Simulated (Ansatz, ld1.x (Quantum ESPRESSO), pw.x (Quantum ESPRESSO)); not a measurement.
From atom to crystal: TM potential for Ta

| Property | Result |
| --- | --- |
| Element | tantalum |
| Generator | ld1.x (Quantum ESPRESSO) 7.5 |
| Type | norm-conserving Troullier–Martins (Kleinman–Bylander form) |
| Functional | LDA (PW92) |
| Relativity | scalar-relativistic |
| Frozen core | [Xe] 4f14 |
| Valence charge | 5 |
| Reference configuration | 5d3 6s2 6p0 |
| Partial waves | 6p (bound, empty): rc 4.15 bohr; 5d (bound): rc 1.90 bohr; 6s (bound): rc 2.90 bohr |
| Local potential | the s channel |
| Core correction | none |

Atomic tests: cutoffs needed: 30 Ry and 35 Ry (the cutoffs (Ry, on a coarse ladder) from which the occupation-weighted sum of valence levels, in a spherical-Bessel basis at the reference potential, stays within 10 and 1 mRy of its value at 400 Ry); ghost test: no extra level below or beside the all-electron valence levels (p, d, s, f tested) (spherical-Bessel basis up to 400 Ry, 20 bohr box); largest excitation error: +114 meV (all-electron minus pseudo) for 5d2 6s0 6p0, out of 7 test configurations.

Crystal test: bcc Ta in pw.x 7.5, no spin, 14³ k-points, Fermi–Dirac smearing 0.01 Ry, cutoffs 45/180 Ry. The reference is all-electron LAPW (Ansatz 0.2.0) with the same functional, mesh and smearing; V0 and B0 come from Birch–Murnaghan fits to the pressures at five volumes. Errors are pseudo minus all-electron; Δ is the rms difference of the E(V) curves that follow from these fits, minima aligned, over ±6 % about the mean V0. Mesh and smearing are coarse, so the numbers serve the comparison and aren't converged zero-temperature values; the lattice is a test structure that the element need not adopt.

| V (Å³/atom) | P all-electron (GPa) | P pseudo (GPa) |
| --- | --- | --- |
| 16.272 | 13.97 | 12.62 |
| 16.700 | 7.30 | 6.17 |
| 17.128 | 1.38 | 0.43 |
| 17.556 | -3.88 | -4.66 |
| 17.984 | -8.54 | -9.18 |

All-electron: a0 = 3.255 Å (V0 = 17.24 Å³/atom), B0 = 217.7 GPa.

Pseudopotential: mean pressure error (GPa): -0.97; a0 (Å): 3.250; a0 error (%): -0.14; B0 error (%): -1.6; Δ (meV/atom): 3.5. The largest radius (4.15 bohr) exceeds half the bond length (2.66 bohr), so the spheres overlap, which is one possible source of error among others.

At the middle volume, how do free energy and pressure move when the wave cutoff is lowered (ecutrho kept at four times it)?

```tsv
cutoff (Ry)	shift of F (meV/atom)	shift of P (GPa)
20	+777.9	-27.39
27	+62.0	-4.01
36	+0.8	-0.02
```

Input at the middle volume:

```
&control
  calculation='scf', prefix='x', pseudo_dir='./', outdir='./tmp', tstress=.true., disk_io='none'
/
&system
  ibrav=0, nat=1, ntyp=1, ecutwfc=45, ecutrho=180, nbnd=9,
  occupations='smearing', smearing='fd', degauss=0.01
/
&electrons
  conv_thr=1e-09, mixing_beta=0.4, electron_maxstep=70
/
ATOMIC_SPECIES
Ta 1.0 Ta.UPF
CELL_PARAMETERS angstrom
  -1.62386113 1.62386113 1.62386113
  1.62386113 -1.62386113 1.62386113
  1.62386113 1.62386113 -1.62386113
ATOMIC_POSITIONS crystal
Ta 0.0000 0.0000 0.0000
K_POINTS automatic
14 14 14 0 0 0
```

```bash
pw.x < Ta.scf.in > Ta.scf.out
```

Lines of the output:

```
Message from routine setup:
     using ibrav=0 with symmetry is DISCOURAGED, use correct ibrav instead
     lattice parameter (alat)  =       5.3151  a.u.
     unit-cell volume          =     115.5855 (a.u.)^3
     number of electrons       =         5.00
     number of Kohn-Sham states=            9
     kinetic-energy cutoff     =      45.0000  Ry
     charge density cutoff     =     180.0000  Ry
     scf convergence threshold =      1.0E-09
     Exchange-correlation= PW
     number of k points=   104  Fermi-Dirac smearing, width (Ry)=  0.0100
     iteration #  1     ecut=    45.00 Ry     beta= 0.40
     total energy              =     -10.26352479 Ry
     estimated scf accuracy    <       0.01310256 Ry
     iteration #  2     ecut=    45.00 Ry     beta= 0.40
     total energy              =     -10.26283127 Ry
     estimated scf accuracy    <       0.00320251 Ry
     iteration #  3     ecut=    45.00 Ry     beta= 0.40
     total energy              =     -10.26321610 Ry
     estimated scf accuracy    <       0.00005670 Ry
     iteration #  4     ecut=    45.00 Ry     beta= 0.40
     total energy              =     -10.26322013 Ry
     estimated scf accuracy    <       0.00000709 Ry
     iteration #  5     ecut=    45.00 Ry     beta= 0.40
     total energy              =     -10.26322073 Ry
     estimated scf accuracy    <       0.00000009 Ry
     iteration #  6     ecut=    45.00 Ry     beta= 0.40
     total energy              =     -10.26322076 Ry
     estimated scf accuracy    <          3.3E-09 Ry
     iteration #  7     ecut=    45.00 Ry     beta= 0.40
     the Fermi energy is    12.2198 ev
!    total energy              =     -10.26322076 Ry
     estimated scf accuracy    <          4.8E-10 Ry
     smearing contrib. (-TS)   =      -0.00524541 Ry
     The total energy is F=E-TS. E is the sum of the following terms:
     one-electron contribution =       7.62085203 Ry
     hartree contribution      =       0.04442109 Ry
     xc contribution           =      -3.09901733 Ry
     ewald contribution        =     -14.82423114 Ry
     convergence has been achieved in   7 iterations
          total   stress  (Ry/bohr**3)                   (kbar)     P=        4.32
     Message from routine punch:
     Nothing written, as per user request (disk_io='none')
```

The run at the middle volume (104 k-points, 7 iterations) took about 6.4 s on one core of a shared host (Neoverse-V1, 32 threads, 247 GiB, load 15).
